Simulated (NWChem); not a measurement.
Everything below was run with NWChem. System: H₃N, charge 1, spin multiplicity 2, at the geometry of a parent with another charge or spin, in a state set for the comparison that need not be this species' ground state. Its SCF solution wasn't tested for a lower state. Level: UMP2/def2-TZVPD, 1 core orbitals frozen.

Part of the output:

```
             Northwest Computational Chemistry Package (NWChem) 7.3.0
             --------------------------------------------------------

                                NWChem Input Module
                                -------------------

 Scaling coordinates for geometry "geometry" by  1.889725989
 (inverse scale =  0.529177249)

 Turning off AUTOSYM since
 SYMMETRY directive was detected!

                             Geometry "geometry" -> ""
                             -------------------------

 Output coordinates in angstroms (scale by  1.889725989 to convert to a.u.)

  No.       Tag          Charge          X              Y              Z
 ---- ---------------- ---------- -------------- -------------- --------------
    1 N                    7.0000     0.00160000     0.12825600     0.00000000
    2 H                    1.0000    -0.47275500    -0.29341200     0.81243000
    3 H                    1.0000    -0.47275500    -0.29341200    -0.81243000
    4 H                    1.0000     0.93430600    -0.31096500     0.00000000

 Effective nuclear repulsion energy (a.u.)      11.7561354315

            Nuclear Dipole moment (a.u.)
            ----------------------------
        X                 Y               Z
 ---------------- ---------------- ----------------
    -0.0000075589     0.0000056692     0.0000000000

      Symmetry information
      --------------------

 Group name             Cs
 Group number              2
 Group order               2
 No. of unique centers     3

      Symmetry unique atoms

     1    2    4


 Summary of "ao basis" -> "" (spherical)
 ------------------------------------------------------------------------------
       Tag                 Description            Shells   Functions and Types
 ---------------- ------------------------------  ------  ---------------------
 *                         def2-tzvpd                 on all atoms

 Summary of "ao basis" -> "ao basis" (spherical)
 ------------------------------------------------------------------------------
       Tag                 Description            Shells   Functions and Types
 ---------------- ------------------------------  ------  ---------------------
 N                         def2-tzvpd               13       37   6s3p3d1f
 H                         def2-tzvpd                5        9   3s2p

                                 NWChem SCF Module
                                 -----------------

  ao basis        = "ao basis"
  functions       =    64
  atoms           =     4
  alpha electrons =     5
  beta  electrons =     4
  charge          =   1.00
  wavefunction    = UHF
  use symmetry    = T
  symmetry adapt  = T

 Summary of "ao basis" -> "ao basis" (spherical)
 ------------------------------------------------------------------------------
       Tag                 Description            Shells   Functions and Types
 ---------------- ------------------------------  ------  ---------------------
 N                         def2-tzvpd               13       37   6s3p3d1f
 H                         def2-tzvpd                5        9   3s2p

      Symmetry analysis of basis
      --------------------------

        a'         41
        a"         23

 Forming initial guess at       0.1s

   Symmetry analysis of molecular orbitals - initial alpha
   -------------------------------------------------------

  Numbering of irreducible representations:

     1 a'          2 a"

  Orbital symmetries:

     1 a'          2 a'          3 a'          4 a"          5 a'
     6 a'          7 a"          8 a'          9 a'         10 a"
    11 a'         12 a'         13 a'         14 a"         15 a'

   Symmetry analysis of molecular orbitals - initial beta
   ------------------------------------------------------

  Numbering of irreducible representations:

     1 a'          2 a"

  Orbital symmetries:

     1 a'          2 a'          3 a'          4 a"          5 a'
     6 a'          7 a"          8 a'          9 a"         10 a'
    11 a'         12 a'         13 a'         14 a"         15 a'

 Starting SCF solution at       0.1s

 ----------------------------------------------
         Quadratically convergent UHF
[...]
    46     -1.263071  2 H  pz                55     -1.263071  3 H  pz
    64     -0.633640  4 H  pz                45      0.431805  2 H  py
    54     -0.431805  3 H  py                44      0.368818  2 H  px
    53     -0.368818  3 H  px                29     -0.226004  1 N  d  1

 center of mass
 --------------
 x =   0.00123343 y =   0.09890761 z =   0.00000000

 moments of inertia (a.u.)
 ------------------
           6.374709850668           0.039007411102           0.000000000000
           0.039007411102           9.501509183986           0.000000000000
           0.000000000000           0.000000000000           6.374226302762

  Mulliken analysis of the total density
  --------------------------------------

    Atom       Charge   Shell Charges
 -----------   ------   -------------------------------------------------------
    1 N    7     7.18   0.82  1.16  0.54  0.88  0.06 -0.00  1.45  1.66  0.56  0.01  0.03  0.01  0.00
    2 H    1     0.61   0.24  0.33 -0.01  0.03  0.01
    3 H    1     0.61   0.24  0.33 -0.01  0.03  0.01
    4 H    1     0.61   0.24  0.33 -0.01  0.03  0.01

  Mulliken analysis of the alpha density
  --------------------------------------

    Atom       Charge   Shell Charges
 -----------   ------   -------------------------------------------------------
    1 N    7     4.13   0.41  0.58  0.30  0.48  0.03 -0.00  0.93  1.06  0.33  0.00  0.01  0.00  0.00
    2 H    1     0.29   0.11  0.15 -0.00  0.02  0.00
    3 H    1     0.29   0.11  0.15 -0.00  0.02  0.00
    4 H    1     0.29   0.11  0.15 -0.00  0.02  0.00

   Mulliken analysis of the beta density
   -------------------------------------

    Atom       Charge   Shell Charges
 -----------   ------   -------------------------------------------------------
    1 N    7     3.05   0.41  0.58  0.24  0.40  0.03 -0.00  0.52  0.61  0.23  0.00  0.02  0.01  0.00
    2 H    1     0.32   0.12  0.18 -0.01  0.02  0.01
    3 H    1     0.32   0.12  0.18 -0.01  0.02  0.01
    4 H    1     0.32   0.12  0.18 -0.01  0.02  0.01

   Mulliken analysis of the spin density
   -------------------------------------

    Atom       Charge   Shell Charges
 -----------   ------   -------------------------------------------------------
    1 N    7     1.08   0.00 -0.00  0.06  0.08 -0.00 -0.00  0.41  0.45  0.11 -0.00 -0.01 -0.00 -0.00
    2 H    1    -0.03  -0.01 -0.02  0.01  0.00 -0.01
    3 H    1    -0.03  -0.01 -0.02  0.01  0.00 -0.01
    4 H    1    -0.03  -0.01 -0.02  0.01  0.00 -0.01

       Multipole analysis of the density wrt the origin
       ------------------------------------------------

     L   x y z        total         alpha         beta         nuclear
     -   - - -        -----         -----         ----         -------
     0   0 0 0      1.000000     -5.000000     -4.000000     10.000000

     1   1 0 0     -0.006069     -0.007145      0.001084     -0.000008
     1   0 1 0     -0.486245     -0.572947      0.086696      0.000006
     1   0 0 1      0.000000     -0.000000      0.000000      0.000000

     2   2 0 0     -2.707296     -3.844243     -3.576644      4.713591
     2   1 1 0     -0.013136      0.005936      0.022625     -0.041696
     2   1 0 1      0.000000      0.000000      0.000000      0.000000
     2   0 2 0     -3.760326     -3.368436     -1.763277      1.371387
     2   0 1 1     -0.000000      0.000000     -0.000000      0.000000
     2   0 0 2     -2.707135     -3.844316     -3.576927      4.714108

                   NWChem MP2 Semi-direct Energy/Gradient Module
                   ---------------------------------------------

  Basis functions       =     64
  Molecular orbitals    =     64
  Frozen core           =      1
  Frozen virtuals       =      0
  Active alpha occupied =      4
  Active beta occupied  =      3
  Active alpha virtual  =     59
  Active beta virtual   =     60
  Use MO symmetry       = T
  Use skeleton AO sym   = T

  AO/Fock/Back tols     =   1.0D-09  1.0D-09  1.0D-09

 GA uses MA = F    GA memory limited = T

 Available:
  local mem=  1.26D+08
 global mem=  1.44D+08
 local disk=  0.00D+00
  mp2_memr nvloc                    59
  nvloc new                    59
   1 passes of   4:        4194304                      20151                   1676071.
   1 passes of   4: M    126153268           G      144171008           F     121958964.

 Semi-direct pass number   1 of   1  for UHF alpha       at        0.9s
  vrange nnbf                  2080
  mp2_eaftype                    10  avail_ma_in_mb                  1099
 EAF : mp2_eaftype filesize          10     838035.
  mp2_eaf for mointskh                     10
Node 0 wrote      3.9 Mb in      0.0 s     Agg I/O rate:  1849.0 Mb/s
 Done moints_semi at        1.7s
  mp2_eaftype                    10  avail_ma_in_mb                  1089
 EAF : mp2_eaftype filesize          10     838035.
  mp2_eaf for kh                    10
 Done maket at        1.8s
 Done multipass loop at        1.8s

 GA uses MA = F    GA memory limited = T

 Available:
  local mem=  1.26D+08
 global mem=  1.44D+08
 local disk=  0.00D+00
  mp2_memr nvloc                    60
  nvloc new                    60
   1 passes of   3:        4194304                      17352                   1280039.
   1 passes of   3: M    126153268           G      144171008           F     121958964.

 Semi-direct pass number   1 of   1  for UHF beta        at        1.8s
  vrange nnbf                  2080
  mp2_eaftype                    10  avail_ma_in_mb                  1099
 EAF : mp2_eaftype filesize          10     640019.
  mp2_eaf for mointskh                     10
Node 0 wrote      3.0 Mb in      0.0 s     Agg I/O rate:  1724.6 Mb/s
 Done moints_semi at        2.6s
  mp2_eaftype                    10  avail_ma_in_mb                  1089
 EAF : mp2_eaftype filesize          10     640019.
  mp2_eaf for kh                    10
 Done maket at        2.6s
 Done multipass loop at        2.6s

          -------------------------------------------
          SCF energy                 -55.865975682589
          Correlation energy          -0.174381069079
          Singlet pairs                0.000000000000
          Triplet pairs                0.000000000000
          Total MP2 energy           -56.040356751668
          -------------------------------------------

          ---------------------------------------------------
                    Spin Component Scaled (SCS) MP2
          Same spin pairs                     -0.036929132395
          Same spin scaling factor             0.333333333333
          Opposite spin pairs                 -0.137451936684
          Opposite spin scaling fact.          1.200000000000
          SCS-MP2 correlation energy          -0.177252034819
          Total SCS-MP2 energy               -56.043227717408
          ---------------------------------------------------

 -----------------------
 Performance information
 -----------------------

 Timer overhead =  2.28D-07 seconds/call

               Nr. of calls         CPU time (s)                 Wall time (s)                GFlops
             ---------------    -------------------     ------------------------------   -------------------
Name         Min   Avg   Max    Min     Avg     Max     Min     Avg     Max   Mx/calls   Min     Max     Sum
mp2: moin     2     2     2    1.6     1.6     1.6      1.6     1.6     1.6    0.78      0.0     0.0     0.0
mp2: make     2     2     2   8.64E-2 8.64E-2 8.64E-2  8.64E-2 8.64E-2 8.64E-2 4.32E-2   0.0     0.0     0.0
mp2: tota     1     1     1    1.7     1.7     1.7      1.7     1.7     1.7     1.7      0.0     0.0     0.0

 The average no. of pstat calls per process was 5.00D+00
 with a timing overhead of 1.14D-06s

 Task  times  cpu:        2.6s     wall:        2.6s

 Total times  cpu:        2.6s     wall:        2.6s
```

Task: Write an NWChem input that would produce this output.

Result: Several could match; the one computed here: 
```
start mol
memory heap 200 mb stack 900 mb global 1100 mb
charge 1
geometry units angstroms nocenter noautoz
  N      0.001600     0.128256     0.000000
  H     -0.472755    -0.293412     0.812430
  H     -0.472755    -0.293412    -0.812430
  H      0.934306    -0.310965     0.000000
  symmetry group Cs
end
basis spherical
  * library def2-tzvpd
end
scf
  uhf
  nopen 1
  maxiter 100
  thresh 1e-7
  semidirect memsize 60000000 filesize 0
  # guess.movecs holds the orbitals of an unrestricted PBE0 run
  vectors input guess.movecs output mol.movecs
end
mp2
  freeze core 1
end
task mp2 energy
```
